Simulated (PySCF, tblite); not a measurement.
# SiH₄, a small molecule taken as a stand-in for a surface group (Si site with back bonds [H], [H], [H]): NMR shifts, core binding energies and electronic excitations

Aim: the NMR shifts, core binding energies and electronic excitations of `[SiH4]`.

Computed with tblite 0.8.0 and PySCF 2.14.0; each step states its level. No surroundings beyond the atoms listed, unless a continuum is named. Atoms count from 0, parts from 1.

## 1. Starting point

5 atoms, charge 0, multiplicity 1; geometry: distance geometry start.

## 2. Geometry optimisation with GFN2-xTB

The job: settings as JSON, then the geometry in Å.

```
{"job": {"kind": "relax", "xc": "GFN2-xTB", "basis": "xTB"}, "charge": 0, "multiplicity": 1}
Si     0.009159     0.005539    -0.009330
H     -0.305286    -0.910765    -1.085756
H     -0.758417     1.241336    -0.217505
H      1.455541     0.272756     0.055226
H     -0.409519    -0.594645     1.279453
```

Method: GFN2-xTB geometry optimisation, gas phase.

Run with:

```sh
$ OMP_NUM_THREADS=1 python cluster_run.py task.json out
```

One launch serves the whole session: the jobs run in the order shown.

**Question.** The jobs that follow are: PBE0-D3(BJ)/def2-SVP geometry optimisation, gas phase; GIAO PBE0/pcSseg-2 NMR shielding, non-relativistic, gas phase; delta-SCF UKS SCAN, pcX-2 on the ionised atom, pcseg-1 elsewhere, spin-free X2C; TDDFT CAM-B3LYP/def2-SVPD, vertical, gas phase, core orbitals frozen in the response. Predict: point group; rotational constants (main isotopes); ¹H shifts against TMS (PBE0/pcSseg-2, means over atoms taken as alike); ²⁹Si shifts against TMS (PBE0/pcSseg-2); surface potential, 1st and 99th percentile; Si2p binding energies, SCAN/pcX-2; lowest singlet (CAM-B3LYP/def2-SVPD); brightest single state of those computed; lowest triplet; vertical ionisation energy (ΔSCF).

**Answer**, as computed:

| quantity | value |
| --- | --- |
| point group | Td |
| rotational constants (main isotopes) | 84.45, 84.34, 84.30 GHz |
| ¹H shifts against TMS (PBE0/pcSseg-2, means over atoms taken as alike) | 3.57 ppm |
| ²⁹Si shifts against TMS (PBE0/pcSseg-2) | -105.8 ppm |
| surface potential, 1st and 99th percentile | 0.07 V and 0.99 V |
| Si2p binding energies, SCAN/pcX-2 | Si0 107.38 eV |
| lowest singlet (CAM-B3LYP/def2-SVPD) | 9.26 eV (134 nm), f = 0.001 |
| brightest single state of those computed | state 6, 9.28 eV, f = 0.149 |
| lowest triplet | 8.49 eV |
| vertical ionisation energy (ΔSCF) | 12.66 eV |

What this shows: The optimisation took 2 steps and gained 0.039 eV; among the close pairs (by a distance rule), Si0–H4 changed most, from 1.447 to 1.493 Å (PBE0/def2-SVP). The lowest singlet, at 9.26 eV, is HOMO→LUMO+2 0.49, HOMO−1→LUMO+1 0.48 and is weak; of the 6 states computed, the strongest absorption comes from states 2 to 6 together at 9.28 eV (the last computed, so partners may be missing). The lowest triplet lies 0.77 eV below the lowest singlet (triplets in Tamm-Dancoff, singlets in full TDDFT). The orbital energy would give 11.25 eV for ionisation, ΔSCF gives 12.66 eV.
